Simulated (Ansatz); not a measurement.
# How basis sets differ on C2H4Si (SMILES C#C[SiH3])

The species is C2H4Si (7 atoms), meant as a singlet with charge 0. As SMILES, `C#C[SiH3]`. Geometry: relaxed at PBE0-D4/def2-TZVP.

```jsonl
{"atom": "C", "x (Å)": "-0.5807", "y (Å)": "-1.8714", "z (Å)": "0.1722"}
{"atom": "C", "x (Å)": "-0.2185", "y (Å)": "-0.7265", "z (Å)": "0.0624"}
{"atom": "Si", "x (Å)": "0.3298", "y (Å)": "1.0043", "z (Å)": "-0.1038"}
{"atom": "H", "x (Å)": "-0.9010", "y (Å)": "-2.8835", "z (Å)": "0.2693"}
{"atom": "H", "x (Å)": "-0.0945", "y (Å)": "1.5283", "z (Å)": "-1.4250"}
{"atom": "H", "x (Å)": "-0.2817", "y (Å)": "1.8181", "z (Å)": "0.9749"}
{"atom": "H", "x (Å)": "1.8079", "y (Å)": "1.0629", "z (Å)": "0.0044"}
```

Each level gives the vertical electron affinity (to the doublet anion) (eV). The values are calculated.

The electron affinity is E(neutral) − E(anion): positive where the electron is bound.

| level | kind | program | value (eV) | CPU time (all runs) |
| --- | --- | --- | --- | --- |
| PBE/cc-pVDZ | GGA | Ansatz | -2.14 | 40 s |
| PBE/jun-cc-pV(D+d)Z | GGA | Ansatz | -0.81 | 25 s |
| PBE/aug-cc-pVDZ | GGA | Ansatz | -0.41 | 26 s |
| PBE/cc-pVTZ | GGA | Ansatz | -1.80 | 86 s |
| PBE/jun-cc-pV(T+d)Z | GGA | Ansatz | -0.64 | 88 s |

The values span -2.14 to -0.41 eV. Negative values mean that the anion is unbound at that level; they are set by how diffuse the basis is and aren't properties of the molecule. Times are those of the runs behind each value, whatever else they computed, on shared processors of several kinds: orders of magnitude only.
